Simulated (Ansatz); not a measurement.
The same path of CH4BCl + H (8 atoms, charge 0, multiplicity 2) was run twice with different band settings. Lost on the way: B1–Cl2. Made: Cl2–H8.

Method: UHF/def2-SVP (Ansatz 0.2.0).

Relaxed end points:

```xyz
8
Properties=species:S:1:pos:R:3
B 0.012 -0.059 -0.274
Cl -0.197 0.147 1.471
C 1.422 0.019 -0.953
H 1.645 -0.956 -1.401
H 1.393 0.731 -1.784
H 2.232 0.288 -0.276
H -0.985 -0.273 -0.899
H -0.047 0.103 5.655
```

```xyz
8
Properties=species:S:1:pos:R:3
B -0.003 0.596 -0.319
Cl 0.690 0.004 3.024
C 1.341 0.058 -0.910
H 1.668 -0.856 -0.406
H 1.135 -0.215 -1.954
H 2.158 0.780 -0.912
H -0.971 -0.059 -0.041
H -0.544 -0.308 3.057
```

Common settings: movable images 9; climbing image yes; spring 5.0 eV/Å²; optimiser quadratic models (default); start path through a guess of the saddle point; iteration limit 60; end points relaxed.

| run | force threshold |
| --- | --- |
| 1 | 0.05 eV/Å |
| 2 | 0.5 eV/Å |

(1) What does each run give, and how far can it be trusted?

Answers

(1) Run 1: converged after 25 iterations, highest image 1.940 eV above the first end. Neighbouring images differ by up to 1.9 eV, so the band resolves the path poorly. A vibrational analysis at the climbing image gives one clearly imaginary mode, 2681i cm⁻¹: a first-order saddle point.
Run 2: converged after 29 iterations, highest image 1.956 eV above the first end. The threshold of 0.5 eV/Å is loose, so the images may lie well off the minimum-energy path. Neighbouring images differ by up to 1.8 eV, so the band resolves the path poorly. The order of the stationary point at the top wasn't checked.
